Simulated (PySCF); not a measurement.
2,3-butadien-1-ol, C₄H₆O.
InChI=1S/C4H6O/c1-2-3-4-5/h3,5H,1,4H2

Torsions of this conformer, `[CH2:1]=[C:2]=[CH:3][CH2:4][OH:5]`: C2–C3–C4–O5 -123°, H–O5–C4–C3 58°.

The closed-shell ground state was solved at several levels (PySCF, density fitting, gas phase, non-relativistic). Isolated species at its PBE0-D3(BJ)/def2-SVP geometry (one conformer only).

```json
{"level": "wB97X-D/def2-SVPD", "basis functions": "151", "HOMO (eV)": "-9.44", "LUMO (eV)": "1.75", "gap (eV)": "11.19", "dipole (D)": "1.66"}
{"level": "B3LYP/pcJ-1", "basis functions": "195", "HOMO (eV)": "-7.26", "LUMO (eV)": "-0.14", "gap (eV)": "7.12", "dipole (D)": "1.60"}
{"level": "KT2/pcSseg-2", "basis functions": "264", "HOMO (eV)": "-6.31", "LUMO (eV)": "-1.01", "gap (eV)": "5.30", "dipole (D)": "1.45"}
```

Q: What might PBE0/pcSseg-1 (115 basis functions) give for the same quantities?

A: HOMO -7.50 eV, LUMO 0.09 eV, gap 7.59 eV, dipole 1.59 D.

Q: Over all these levels, which gives the widest orbital gap and which the narrowest?

A: wB97X-D/def2-SVPD (range-separated hybrid) has the widest, 11.19 eV, and KT2/pcSseg-2 (GGA) the narrowest, 5.30 eV. Functional and basis both differ between the two, so the spread mixes both effects.

Q: How far do the dipole and the HOMO energy spread over the levels?

A: The dipole runs from 1.45 to 1.66 D (mean 1.58 D) and the HOMO from -9.44 to -6.31 eV.
